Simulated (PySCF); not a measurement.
# Beryllium: a sound run and one with changed settings

Sound run: Be [He] 2s2, Be⁺ [He] 2s1. All numbers are calculated (PySCF 2.14, the spin-free X2C one-electron Hamiltonian (Gaussian nucleus), in aug-cc-pVDZ-DK). In the sound run the correlated levels freeze 1s2. The sound run starts from symmetry-adapted Hartree-Fock orbitals and uses a fine grid where one is needed.

Changed run: basis STO-3G, all-electron and non-relativistic. This setting is unsound on purpose.

```json
{"species": "Be", "method": "UHF", "sound run (hartree)": "-14.57489", "changed run (hartree)": "-14.35188", "converged": "yes"}
{"species": "Be", "method": "PBE", "sound run (hartree)": "-14.63034", "changed run (hartree)": "-14.40592", "converged": "yes"}
{"species": "Be", "method": "M06-2X", "sound run (hartree)": "-14.66714", "changed run (hartree)": "-14.45482", "converged": "yes"}
{"species": "Be", "method": "MP2", "sound run (hartree)": "-14.60066", "changed run (hartree)": "-14.37567", "converged": "yes"}
{"species": "Be", "method": "CCSD(T)", "sound run (hartree)": "-14.61939", "changed run (hartree)": "-14.40333", "converged": "yes"}
{"species": "Be⁺", "method": "UHF", "sound run (hartree)": "-14.27811", "changed run (hartree)": "-14.09784", "converged": "yes"}
{"species": "Be⁺", "method": "PBE", "sound run (hartree)": "-14.29809", "changed run (hartree)": "-14.11224", "converged": "yes"}
{"species": "Be⁺", "method": "M06-2X", "sound run (hartree)": "-14.33282", "changed run (hartree)": "-14.15566", "converged": "yes"}
```

Ionisation energy of Be:

```json
{"method": "UHF", "sound run (eV)": "8.076", "changed run (eV)": "6.913"}
{"method": "PBE", "sound run (eV)": "9.041", "changed run (eV)": "7.991"}
{"method": "M06-2X", "sound run (eV)": "9.097", "changed run (eV)": "8.141"}
{"method": "MP2", "sound run (eV)": "8.777", "changed run (eV)": "7.560"}
{"method": "SCS-MP2", "sound run (eV)": "8.917", "changed run (eV)": "7.690"}
{"method": "CCSD", "sound run (eV)": "9.287", "changed run (eV)": "8.313"}
{"method": "CCSD(T)", "sound run (eV)": "9.287", "changed run (eV)": "8.313"}
{"method": "CCSDT", "sound run (eV)": "9.287", "changed run (eV)": "8.313"}
{"method": "FCI", "sound run (eV)": "9.287", "changed run (eV)": "8.313"}
```

A minimal basis cannot let orbitals breathe on ionisation and holds almost no correlation. The Hamiltonian changed with the basis, so the totals do not compare.

For comparison, NIST gives 9.323 eV between the lowest levels.
